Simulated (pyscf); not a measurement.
`[F][C][F]` [singlet] + `[H][H]` → `[F][CH2][F]`, an insertion (singlet surface; H–H broken, C–H, C–H formed). Single points on ωB97X-D3(BJ)/def2-SVP structures (PySCF, gas phase). Energies in kcal/mol from the separated reactants.

Small-basis levels: PySCF, no dispersion term, spherical d functions. AM1 to PM7: differences of heats of formation from MOPAC, which are fitted to 298 K values and so differ in kind from electronic energies by zero-point and thermal terms. 

```
level                   barrier  reaction energy
----------------------  -------  ---------------
HF/STO-3G                  67.9            -69.8
HF/6-31G*                  53.0            -68.4
SVWN5/6-31G*               15.5            -78.1
BP86/6-31G*                27.8            -66.1
B3LYP/STO-3G               50.7            -56.6
B3LYP/LANL2DZ              26.5            -81.5
B3LYP/6-31G*                [?]            -68.4
B3LYP/6-311+G**             [?]            -70.3
PBE/def2-SVP               19.3            -70.5
AM1                        36.3            -43.8
PM3                        36.6            -42.1
PM7                        59.8             +5.0
ωB97M-D3(BJ)/def2-TZVP      [?]            -67.1
```

Problem. What belongs in the gaps?

Solution. 
- B3LYP/6-31G*, barrier: 32.8
- B3LYP/6-311+G**, barrier: 28.3
- ωB97M-D3(BJ)/def2-TZVP, barrier: 31.7

Against the last row the barrier runs from -16.3 (SVWN5/6-31G*) to +36.1 kcal/mol (HF/STO-3G). ωB97M-D3(BJ)/def2-TZVP has limits of its own. One saddle was located; it need not be the lowest between these sides.
